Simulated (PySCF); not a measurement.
# NO+: from the state search to spectroscopic constants

An exercise on one series of results from a longer session: the logs are not shown, and one member is left open.

Method: N pcseg-2, O pcseg-2, no relativity; program: PySCF 2.14.0.

The first run:

Settings of the job:

| Item | Value |
| --- | --- |
| atoms | N, O |
| charge | 1 |
| basis | N pcseg-2, O pcseg-2 |
| Hamiltonian | no relativity |
| basis functions | 60 |
| electrons treated | 14 |
| masses in u | 14.0031, 15.9949 |
| levels | PBE0, PBE, r²SCAN, MN15, BHandHLYP, PBEsol, CAM-B3LYP, HF, MP2, SCS-MP2, CCSD, CCSD(T) |
| grid | 80 radial by 434 angular points |
| occupations | held fixed by the projection of orbital angular momentum |
| dissociation limit | N + O+, each in its ground configuration |
| starting distance in angstrom | 1.355 |
| values of 2S to try | 0, 2, 4 |

The run is started by

```
OMP_NUM_THREADS=1 python dia.py task.json out
```

Among the steps run: Input; The PBE0 curve of the state that the search chose; Higher solutions at PBE0; PBE (GGA); r²SCAN (meta-GGA); MN15 (hybrid meta-GGA); BHandHLYP (global hybrid GGA); PBEsol; CAM-B3LYP (range-separated hybrid); RHF (mean field); Adding correlation.

One of the session's tables, all rows but one given; the rest of the session is left out.

Energy (eV) from each level's lowest point:

```
R (Å)    RHF  RHF-MP2  RHF-SCS-MP2  RHF-CCSD  RHF-CCSD(T)
0.908  2.070    3.266        3.173       n/a          n/a
0.950  0.764    1.643        1.566     1.346        1.468
0.993  0.134    0.666        0.609     0.455        0.533
1.024  0.000    0.252        0.211     0.118        0.158
1.056  0.092    0.045        0.024     0.000        0.000
1.088  0.362    0.000        0.000     0.056        0.012
1.130      ?        ?            ?         ?            ?
1.183  1.894    0.479        0.556     0.917        0.719
1.246  3.267    1.065        1.204     1.828        1.506
1.331  5.268    1.941        2.173       n/a          n/a
```

**Question.** Estimate the row for R (Å) = 1.130.

Worked estimate for «RHF». A straight line through the neighbours (1.088, 0.362) and (1.183, 1.894) gives 0.362 + (1.894 − 0.362) × (1.130 − 1.088) / (1.183 − 1.088) = 1.039; a parabola fitted to 4 rows on both sides gives 0.954.

The run gave: RHF: 0.935; RHF-MP2: 0.125; RHF-SCS-MP2: 0.156; RHF-CCSD: 0.335; RHF-CCSD(T): 0.226. In «RHF» the line misses by +0.104 and the parabola by +0.019.

State 2 has its PBE0 minimum 6.61 eV higher. The other levels ran on the lowest alone.
